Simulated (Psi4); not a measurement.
# SiH3Cl (SiClH3), run twice

Wanted: the energy of SiH3Cl (SiClH3), HCTH/120/cc-pV(D+d)Z (density fitting).

The results are computed with Psi4 1.11.

5 further runs of the same task are left out: 5 that didn't finish.

## Step 1: The structure to begin with

The species is SiH3Cl (5 atoms), meant as a singlet with charge 0. As SMILES, `[H][Si]([H])([H])Cl`. The shape is that of a GFN2-xTB optimisation.

Bond lengths: Si1–Cl2 2.010 Å, Si1–H3 1.458 Å, Si1–H4 1.458 Å, Si1–H5 1.458 Å. Angles: Cl2–Si1–H3 108.3°, Cl2–Si1–H4 108.2°, Cl2–Si1–H5 108.0°, H3–Si1–H4 110.8°, H3–Si1–H5 110.8°, H4–Si1–H5 110.7°.

## Step 2: Try one

calc.in

```
memory 1600 MB

molecule system {
  0 1
  Si
  Cl 1 2.010196
  H 1 1.458359 2 108.3209
  H 1 1.458326 3 110.77236 2 118.46061
  H 1 1.458469 4 110.72586 3 -123.30291
}


e, wfn = energy('pbe1pbe/cc-pV(D+d)Z', return_wfn=True)
```

Launch:

```console
$ psi4 calc.in calc.out -n 1
```

calc.out:

```text
Psi4 1.11 release

psi4.driver.p4util.exceptions.MissingMethodError: Method=pbe1pbe is not available for any derivative level.

Printing out the relevant lines from the Psithon --> Python processed input file:
      H 1 1.458359 2 108.3209
      H 1 1.458326 3 110.77236 2 118.46061
      H 1 1.458469 4 110.72586 3 -123.30291
    ""","system")
    core.IO.set_default_namespace("system")
--> e, wfn = energy('pbe1pbe/cc-pV(D+d)Z', return_wfn=True)

!------------------------------------------------------------!
!                                                            !
!  Method=pbe1pbe is not available for any derivative level. !
!                                                            !
!------------------------------------------------------------!

    Psi4 run time: 0:00:00.36
```

It took 1.9 s on 1 thread of AMD EPYC 7R43 (Zen 3), shared host; peak memory 0.22 GiB.

## Step 3: Reading the log

The program refused the input.

The log says `Method=pbe1pbe is not available for any derivative level.`. The cause is that the keyword for the method is given a word that it doesn't take. To mend it: method HCTH/120 in place of PBE1PBE.

## Step 4: Try two

calc.in

```
memory 1600 MB

molecule {
  0 1
  Si
  Cl 1 2.010196
  H 1 1.458359 2 108.3209
  H 1 1.458326 3 110.77236 2 118.46061
  H 1 1.458469 4 110.72586 3 -123.30291
}


energy_value = energy("hcth120/cc-pV(D+d)Z")
```

Launch:

```console
$ psi4 calc.in calc.out -n 1
```

calc.out:

```text
[...]
  Running in c1 symmetry.
[...]
  Nuclear repulsion =   88.098845858526971
[...]
  Multiplicity = 1
[...]
  Nalpha       = 17
  Nbeta        = 17
[...]
    Number of basis functions: 61
[...]
   @DF-RKS iter   1:  -751.60365636585993   -1.20586e-01   4.69203e-03 DIIS/ADIIS
[...]
   @DF-RKS iter   7:  -751.66422649653998   -5.36406e-08   6.79327e-07 DIIS
[...]
    Orbital Energies [Eh]
    ---------------------
    Doubly Occupied:
       1A   -100.630121     2A    -65.440529     3A     -9.232364
       4A     -7.059282     5A     -7.052224     6A     -7.052217
       7A     -5.145550     8A     -3.557930     9A     -3.553601
      10A     -3.553600    11A     -0.767348    12A     -0.502555
      13A     -0.361208    14A     -0.349239    15A     -0.349186
      16A     -0.282227    17A     -0.282064
[...]
  @DF-RKS Final Energy:  -751.66422649653998
   => Energetics <=
    Nuclear Repulsion Energy =             88.0988458585269711
    One-Electron Energy =               -1214.2467929468871262
    Two-Electron Energy =                 424.9931720786792084
    DFT Exchange-Correlation Energy =     -50.5094514868590991
    Empirical Dispersion Energy =           0.0000000000000000
    VV10 Nonlocal Energy =                  0.0000000000000000
    Total Energy =                       -751.6642264965399818
[...]
 Multipole Moments:
 ------------------------------------------------------------------------------------
     Multipole            Electronic (a.u.)      Nuclear  (a.u.)        Total (a.u.)
 ------------------------------------------------------------------------------------
 L = 1.  Multiply by 2.5417464519 to convert [e a0] to [Debye]
 Dipole X            :         -0.0030201            0.0021460           -0.0008741
 Dipole Y            :          0.0061278           -0.0043544            0.0017734
 Dipole Z            :          4.6611328           -5.1226838           -0.4615510
 Magnitude           :                                                    0.4615552
[...]
```

It took 5.1 s on 1 thread of AMD EPYC 7R43 (Zen 3), shared host; peak memory 0.41 GiB.

## Step 5: Results

Level: HCTH/120/cc-pV(D+d)Z (density fitting).

```
     quantity          value
 total energy  -751.66423 Eh
dipole moment         1.17 D
  HOMO energy       -7.68 eV
  LUMO energy       -0.60 eV
HOMO–LUMO gap        7.07 eV
```
